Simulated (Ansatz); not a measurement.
Geometry optimisation, Ansatz, RKS PBE0/def2-SVP.

The input (input.yaml):

```yaml
crystal:
  periodic: [false, false, false]
  atoms:
    - { symbol: Si, position_ang: [-0.2447, 0.3125, -0.4779] }
    - { symbol: Cl, position_ang: [-0.825, -1.3787, 1.2522] }
    - { symbol: H, position_ang: [0.4131, -0.2424, -1.6463] }
    - { symbol: H, position_ang: [-1.6631, 0.4345, -0.8394] }
    - { symbol: Cl, position_ang: [0.1629, 2.1075, 0.3056] }
    - { symbol: H, position_ang: [0.8577, -0.9204, 1.0155] }
    - { symbol: H, position_ang: [1.2991, -0.3131, 0.3903] }
basis:
  gaussian: { orbitals: def2-SVP }
hamiltonian:
  xc: pbe0
relax:
  f_tol: 0.15
  max_steps: 25
  restrain:
    - { distance: [0, 6], at: 2.72, k: 30.0 }
    - { distance: [5, 1], at: 2.63, k: 30.0 }
    - { distance: [0, 1], at: 2.13, k: 30.0 }
    - { distance: [5, 6], at: 0.62, k: 30.0 }
```

Run as:

```bash
$ ansatz run input.yaml --threads 2 --pin off --max-ram 3072MiB --backend cpu --events-out ev --progress --plain --runs-dir out
```

Where does it end, and by what steps?

The forces met the threshold. The restraints hold the end off the free minimum. After 6 steps the energy has fallen by 2.186 eV (the restraints' own energy left out); H6 moved furthest, 0.64 Å. Joined: H6–H7.

```tsv
step	energy less start (eV)	largest force component (eV/Å)	accepted
0	0.0000	2.069	yes
1	-0.8042	2.461	yes
2	-1.1049	3.685	yes
3	-1.8377	2.921	yes
4	-2.2305	0.946	yes
5	-2.1684	1.826	yes
6	-2.1860	1.906	yes
```

```xyz
7
Properties=species:S:1:pos:R:3
Si -0.658 0.250 -0.447
Cl -1.127 -1.145 1.057
H 0.344 -0.346 -1.358
H -1.926 0.585 -1.141
Cl 0.084 1.975 0.384
H 1.495 -0.931 0.921
H 1.787 -0.388 0.585
```

The run took 11 s on 2 threads of Arm Neoverse V1 (shared host), peak memory 0.14 GiB.
